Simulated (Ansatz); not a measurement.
A nudged elastic band was laid between two geometries of C2H5N (8 atoms, charge 0, multiplicity 1).

Computed with RKS PBE0-D4/STO-3G in Ansatz 0.2.0.

| Item | Value |
| --- | --- |
| movable images | 7 |
| climbing image | yes |
| spring | 5.0 eV/Å² |
| optimiser | quadratic models (default) |
| start path | IDPP |
| force threshold | 0.05 eV/Å |
| iteration limit | 60 |
| end points | relaxed |

Initial state:

```xyz
8
Properties=species:S:1:pos:R:3
C -0.480 0.603 -0.322
C 0.682 -0.169 0.301
N 0.734 -1.435 0.612
H -0.179 1.026 -1.293
H -1.348 -0.051 -0.475
H -0.774 1.440 0.328
H 1.586 0.431 0.508
H -0.221 -1.845 0.341
```

Final state:

```xyz
8
Properties=species:S:1:pos:R:3
C -0.634 0.532 -0.113
C 0.553 -0.228 0.475
N 1.228 -1.208 -0.059
H -0.892 0.146 -1.108
H -1.511 0.438 0.544
H -0.396 1.603 -0.199
H 0.871 0.103 1.480
H 0.780 -1.386 -1.019
```

Q: Which bonds break or form, and what moves?

A: No bond is made or broken. The dihedral H5–C1–C2–N3 goes from 2 to 121°. The two ends are copies of one structure, up to a mirror image or an exchange of like atoms.

Q: Give the energies along the band, and the barrier.

A: It converged. The highest image is number 4 of 0 to 8, 1.2 kcal/mol above the ends, which have the same energy within 2 meV. A vibrational analysis at the climbing image gives one clearly imaginary mode, 170i cm⁻¹: a first-order saddle point. Limits of this set-up: minimal basis.

```tsv
image	path coordinate (Å)	energy (kcal/mol)	dihedral H5–C1–C2–N3 (°)
0	0.00	0.0	2
1	0.35	0.2	16
2	0.70	0.6	30
3	1.05	1.0	45
4	1.39	1.2	59
5	1.76	1.0	74
6	2.13	0.6	89
7	2.50	0.2	105
8	2.86	0.0	121
```

Q: What is the geometry of the highest image?

A: 
```xyz
8
Properties=species:S:1:pos:R:3:forces:R:3
C -0.555 0.597 -0.192 -0.01 0.00 -0.01
C 0.627 -0.163 0.420 0.01 0.00 0.00
N 0.976 -1.401 0.198 0.00 -0.02 0.00
H -0.461 0.639 -1.287 0.00 0.00 0.00
H -1.503 0.091 0.044 0.00 0.00 0.00
H -0.602 1.622 0.193 0.00 0.01 0.00
H 1.254 0.406 1.129 0.00 0.00 0.00
H 0.263 -1.790 -0.505 0.00 0.01 0.00
```

Q: What are the harmonic wavenumbers there?

A: 170i, 480, 690, 1016, 1148, 1152, 1220, 1365, 1537, 1570, 1675, 1681, 1801, 3351, 3439, 3503, 3508, 3544 cm⁻¹.

The band took 5 iterations and of the order of 26 core-seconds.

The run took 26 s on 1 thread of Arm Neoverse V2 (shared host), peak memory 0.081 GiB.
